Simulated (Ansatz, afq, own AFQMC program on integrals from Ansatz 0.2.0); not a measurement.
## SiH₅O, doublet in cc-pVDZ, levels against CCSDT(Q)

```xyz
7

Si   -0.9844    0.0193    0.0000
H    -1.4793    1.4190    0.0000
H    -1.4793   -0.6806    1.2122
H    -1.4793   -0.6806   -1.2122
H     0.6956    0.0193    0.0000
O     1.8326    0.0193    0.0000
H     2.0844   -0.9207    0.0000
```

Basis cc-pVDZ. Only valence electrons are correlated. AFQMC by an in-house program on the Cholesky factors that Ansatz 0.2.0 writes for its CCSD(T) run. ph-AFQMC/CISD is guided by a CISD state made of CCSD amplitudes; releasing the constraint for a short imaginary time cuts its bias at the price of noise, slowly where states lie close. ± is one standard error of the sampling.

Determinant: UHF, the one that the program's search chose, which needn't be the lowest solution. The geometry is a point of a scan.

No full CI on the walks' own integrals is used here; CCSDT(Q) serves as the reference and is uncertain by about the last step of the cluster series.

```
T1 diagnostic                               : 0.0161
weight of the determinant in the CISD state : 0.871
⟨S²⟩ of the determinant                     : 0.778
size of the correlated space                : 15 electrons in 51 orbitals
```

Reference: CCSDT(Q), correlation energy -9.623 eV. The released energy is read at 1.50 1/Eh (meV from the phaseless value at times in 1/Eh: 1 ± 5 at 0.24, -5 ± 4 at 0.51, -10 ± 5 at 0.99, -11 ± 4 at 1.50).

```csv
level,E − E(reference) (kcal/mol),share of correlation (%)
HF,221.92,0.00
MP2,29.37,86.77
CCSD,5.49,97.53
CCSD(T),1.06,99.52
CCSDT,0.46,99.79
ph-AFQMC/CISD,0.17 ± 0.08,99.92
released AFQMC,-0.09 ± 0.10,100.04
```

A walk keeps the symmetry of its determinant, which the program's search chose and which needn't be the lowest solution, so a lower state of the same spin and another symmetry isn't excluded. Released energies are given only where the last usable release times agree within the noise; a slower fall can still hide under it.
